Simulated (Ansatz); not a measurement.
A run of Ansatz (development build ahead of 0.2.0) on doublet C2H2F at this shape:

```xyz
5

F     1.1824    0.1289    0.0001
C    -0.0074   -0.4294   -0.0002
C    -1.2001    0.1194    0.0000
H    -2.0842   -0.5016    0.0006
H    -1.3119    1.2016   -0.0001
```

Its results:

```json
{
 "Converged": "yes",
 "Reference energy": "-176.30661 hartree",
 "Correlation energy": "-0.52682 hartree",
 "Total energy": "-176.83343 hartree",
 "Spin squared of the determinant": "0.936",
 "Stability test": "minimum"
}
```

Forces (eV/Å):
```json
{"atom": "F1", "Fx": "-0.546", "Fy": "-0.328", "Fz": "-0.002"}
{"atom": "C2", "Fx": "-1.255", "Fy": "1.235", "Fz": "0.003"}
{"atom": "C3", "Fx": "1.433", "Fy": "-0.694", "Fz": "0.001"}
{"atom": "H4", "Fx": "0.227", "Fy": "0.027", "Fz": "-0.002"}
{"atom": "H5", "Fx": "0.141", "Fy": "-0.241", "Fz": "0.000"}
```

(1) Which input gives this output? Name the method, the orbitals and the basis set, and write the input.

## Answers

(1) UHF-MP2 in cc-pVTZ.

```yaml
crystal:
  periodic: [false, false, false]
  atoms:
    - { symbol: F, position_ang: [1.18236, 0.12888, 8.0e-05] }
    - { symbol: C, position_ang: [-0.00743, -0.42937, -0.00017] }
    - { symbol: C, position_ang: [-1.20008, 0.11938, -4.0e-05] }
    - { symbol: H, position_ang: [-2.08423, -0.50156, 0.00065] }
    - { symbol: H, position_ang: [-1.31194, 1.20159, -0.00015] }
basis:
  gaussian: { orbitals: cc-pVTZ }
magnetization:
  spin_polarized: true
  initial_magnetization: 1
hamiltonian:
  xc: hf
correlation:
  method: mp2
  frozen_orbitals: { C: 1, F: 1, H: 0 }
output:
  forces: true
```

Caution: the unrestricted determinant is spin contaminated; forces differ strongly between restricted and unrestricted references.
